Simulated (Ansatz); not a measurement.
# Worked example: ideal-gas entropy of BF2 (SMILES F[B]F)

A doublet with charge 0, relaxed at USVWN5/def2-TZVP (Ansatz 0.2.0):

```xyz
3

F     0.5116   -1.0422    0.1594
B     0.2789    0.2405    0.1813
F    -0.8014    0.7369   -0.3540
```

Harmonic wavenumbers in cm⁻¹: 509, 1163, 1443.

Masses in u: F 18.998, B 10.81. Take T = 298.15 K, p = 1 bar, R = 8.3145 J/(mol K), kT/hc = 207.22 cm⁻¹, rigid rotor and harmonic oscillator.

Q: Compute the standard molar entropy.

A: 
1. Translation (Sackur–Tetrode): S = R[3/2 ln M + 5/2 ln T − 1.1517] with M = 48.806 gives 157.3 J/(mol K).
2. Rotation: principal moments 3.466, 48.946, 52.411 u Å² give A, B, C = 4.8644, 0.3444, 0.3216 cm⁻¹; the symmetry number is σ = 2; q = (√π/σ)√((kT/hc)³/ABC) = 3602; S = R(ln q + 3/2) = 80.6.
3. Vibration: with u = ν̃/207.22, each mode gives R[u/(eᵘ − 1) − ln(1 − e⁻ᵘ)]; the sum is 2.9, most from 509 cm⁻¹ (2.7), 1163 cm⁻¹ (0.2), 1443 cm⁻¹ (0.1).
4. Electronic: R ln 2 = 5.8, from the spin multiplicity alone.
5. Sum: 157.3 + 80.6 + 2.9 + 5.8 = 246.6 J/(mol K).

No measured value is set beside it here.
